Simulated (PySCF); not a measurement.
# S2F2: relaxation and vibrations of the singlet

Aim: relax S2F2 as a singlet from a PBE0 minimum start, check by its vibrations whether the end is a minimum, and collect its spectrum and constants.

Program: PySCF 2.14.0. Level of theory: PBE0, basis S def2-TZVP, F def2-TZVP, no relativity, density fitting. These are calculated values, not measurements.

**1. The system as given**

4 atoms, charge 0, spin multiplicity 1.

Bond lengths: S1–S2 1.859 Å, S1–F3 1.606 Å, S1–F4 1.606 Å. Angles: S2–S1–F3 108.0°, S2–S1–F4 108.0°, F3–S1–F4 92.0°.

```xyz
4
charge 0 multiplicity 1
S     0.1026    0.1778   -0.5053
S    -0.7410   -1.2835    0.2741
F     1.5375    0.3524    0.1945
F    -0.4635    1.5078    0.1945
```

**2. The SCF at the typed geometry**

One driver script runs all steps and calls PySCF; scf.py shows how it sets up the SCF of each step. The optimiser is the driver's own. After this first run the driver tries any further starts and a stability analysis.

scf.py

```python
from pyscf import gto, scf, dft
mol = gto.M(atom='''
S      0.102644     0.177781    -0.505291
S     -0.741017    -1.283451     0.274149
F      1.537510     0.352446     0.194522
F     -0.463499     1.507754     0.194523''',
    basis={'S': 'def2-TZVP', 'F': 'def2-TZVP'},
    charge=0, spin=0)
mf = dft.RKS(mol, xc='PBE0')
mf.grids.atom_grid = (50, 194)
aux = {'S': 'def2-universal-JKFIT', 'F': 'def2-universal-JKFIT'}
mf = mf.density_fit(auxbasis=aux)
mf.conv_tol = 1e-08
mf.diis_space = 10
mf.max_cycle = 60
mf.init_guess = 'minao'
mf.verbose = 4
mf.kernel()
```

On the command line:

```
OMP_NUM_THREADS=2 python axn.py task.json out
```

Further steps of the session: Relaxing the singlet from the PBE0 minimum start; Hessian and properties.

Before running it: what results should come out? Wanted: minimum; geometry; wavenumbers; dipole moment; highest occupied, lowest empty level; polar-tensor charge of S1; zero-point energy; atomisation energy.

The runs gave:

| quantity | value |
| --- | --- |
| minimum | singlet, Cs |
| geometry | S–F 1.606 Å (×2), S–S 1.859 Å; F–S–F 92.0°, F–S–S 107.9° (×2) |
| wavenumbers (cm⁻¹) | 279 (a''), 339 (a'), 418 (a'), 713 (a''), 745 (a'), 779 (a') |
| dipole moment | 0.96 D |
| highest occupied, lowest empty level | -8.12, -2.15 eV |
| polar-tensor charge of S1 | +1.62 e |
| zero-point energy | 19.6 kJ/mol |
| entropy at 298.15 K | 292.2 J/(mol K) |
| atomisation energy (no zero-point energy) | 1045 kJ/mol |

What this shows: The molecule stays Cs, as typed, and the end point is a minimum. In the infrared the band at 779 cm⁻¹ (a', stretch) leads. Other starts or spin states, not run here, may lie lower.
